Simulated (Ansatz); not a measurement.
Input file:

```yaml
crystal:
  periodic: [false, false, false]
  atoms:
    - {symbol: O, position_ang: [-1.070333, -0.030281, 0.000000]}
    - {symbol: H, position_ang: [-1.319643, 0.896295, 0.000000]}
    - {symbol: H, position_ang: [-0.024333, -0.030281, 0.000000]}
    - {symbol: B, position_ang: [1.360667, -0.030281, 0.000000]}
    - {symbol: H, position_ang: [1.869740, -0.030281, 1.077008]}
    - {symbol: H, position_ang: [1.869740, -0.030281, -1.077009]}
basis:
  gaussian: {orbitals: cc-pVDZ}
magnetization: {spin_polarized: true, initial_magnetization: 1}
hamiltonian: {xc: hf}
output: {orbitals: {seedname: orbitals}}
```

```sh
$ ansatz run in.yaml --threads 1 --pin off --events-out ev --progress --plain --max-ram 2393MiB
```

The program prints:

```
433 factors; integrals over basis functions are off by at most 1.4e-3 eV
mean field evaluation 1: about -2765.7531 eV, gradient 2.4e1 eV
mean field evaluation 2: about -2765.7816 eV, gradient 2.4e1 eV
mean field evaluation 4: about -2768.4197 eV, gradient 2.4e0 eV
mean field evaluation 8: about -2768.4974 eV, gradient 3.0e-1 eV
mean field evaluation 16: about -2761.1576 eV, gradient 2.1e1 eV
mean field -2768.49949467 eV, -101.7404798727 hartree, gradient 2.4e-5 eV, S^2 0.766824; 0 other end points of the search recorded, 0 dependent functions left out
reference -2768.49949467 eV, -101.7404798727 hartree; 9, 8 occupied and 39, 40 virtual orbitals, 433 factors
Total energy: -2768.49949467 eV, -101.7404798727 hartree
```

Ran on 1 thread of Arm Neoverse V1, shared host: 0.27 s wall, 0.07 GiB peak host memory.
